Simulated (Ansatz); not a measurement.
Input file:

```yaml
crystal:
  periodic: [false, false, false]
  atoms:
    - {symbol: Ga, position_ang: [-0.000001, -0.315610, 2.430018]}
    - {symbol: C, position_ang: [-0.000043, -0.107891, 0.446447]}
    - {symbol: S, position_ang: [0.000000, -0.424142, -1.207132]}
    - {symbol: H, position_ang: [0.000043, 0.847643, -1.669333]}
basis:
  gaussian: {orbitals: def2-SVP}
magnetization: {spin_polarized: false}
correlation: {method: bccd, electrons: outside_noble_gas}
output: {forces: true}
```

```sh
$ ansatz run in.yaml --threads 1 --pin off --events-out ev --progress --plain --max-ram 2393MiB
```

Log:

```
676 factors; integrals over basis functions are off by at most 1.2e-3 eV
mean field evaluation 1: about -64182.2231 eV, gradient 1.8e1 eV
mean field evaluation 2: about -64182.2272 eV, gradient 1.8e1 eV
mean field evaluation 4: about -64183.5922 eV, gradient 2.9e0 eV
mean field evaluation 8: about -64183.6797 eV, gradient 1.1e-1 eV
mean field evaluation 16: about -64183.6632 eV, gradient 8.7e-1 eV
mean field evaluation 32: about -64181.7761 eV, gradient 3.7e-1 eV
mean field evaluation 64: about -64181.7743 eV, gradient 2.4e-1 eV
mean field -64183.67975672 eV, -2358.7067257987 hartree, gradient 2.9e-6 eV, S^2 0.000000; 3 other end points of the search recorded, 0 dependent functions left out; unrestricted orbitals would lower it
determinant -64183.67975672 eV, -2358.7067257987 hartree, with singles and doubles -64192.53360091 eV, -2359.0320985712 hartree
determinant -64181.77591416 eV, -2358.6367608753 hartree, with singles and doubles -64190.50997926 eV, -2358.9577318474 hartree
20 core orbitals not correlated: weight in the atoms' cores, before any rotation towards them, 0.995 or more for the frozen orbitals, at most 0.002 for the correlated occupied ones
reference -64183.67975672 eV, -2358.7067257987 hartree; 7, 7 occupied and 42, 42 virtual orbitals, 676 factors
second order -7.77714844 eV of doubles, -0.00000000 eV of singles
cycle   1  -8.81090898 eV  change    4.3e-2 eV  update   1.7e-2
cycle   2  -8.81778453 eV  change   -6.9e-3 eV  update   4.6e-3
cycle   3  -8.81777064 eV  change    1.4e-5 eV  update   1.8e-3
cycle   4  -8.81539227 eV  change    2.4e-3 eV  update   7.9e-4
cycle   5  -8.81541550 eV  change   -2.3e-5 eV  update   3.6e-4
cycle   6  -8.81538834 eV  change    2.7e-5 eV  update   1.7e-4
cycle   7  -8.81536306 eV  change    2.5e-5 eV  update   6.0e-5
cycle   8  -8.81536082 eV  change    2.2e-6 eV  update   2.1e-5
cycle   9  -8.81534925 eV  change    1.2e-5 eV  update   1.1e-5
cycle  10  -8.81534869 eV  change    5.6e-7 eV  update   5.0e-6
cycle  11  -8.81534694 eV  change    1.8e-6 eV  update   2.3e-6
cycle  12  -8.81534684 eV  change    9.3e-8 eV  update   9.4e-7
cycle  13  -8.81534665 eV  change    1.9e-7 eV  update   4.0e-7
the calculation of the forces begins
Total energy: -64192.49510337 eV, -2359.0306838130 hartree
Atom 0 at    -0.000001    -0.315610     2.430018 Å, force    -0.000006    -0.053820     0.043352 eV/Å
Atom 1 at    -0.000043    -0.107891     0.446447 Å, force     0.000057    -0.641561    -2.093371 eV/Å
Atom 2 at     0.000000    -0.424142    -1.207132 Å, force    -0.000068     0.450570     2.610214 eV/Å
Atom 3 at     0.000043     0.847643    -1.669333 Å, force     0.000016     0.244811    -0.560194 eV/Å
Dipole moment:     0.000000     0.031041    -0.436386 e Å
```

Forces (eV/Å):
```
Ga   0.000 -0.054  0.043
C    0.000 -0.642 -2.093
S    0.000  0.451  2.610
H    0.000  0.245 -0.560
```

Ran on 1 thread of Arm Neoverse N1, shared host: 10 s wall, 0.2 GiB peak host memory.
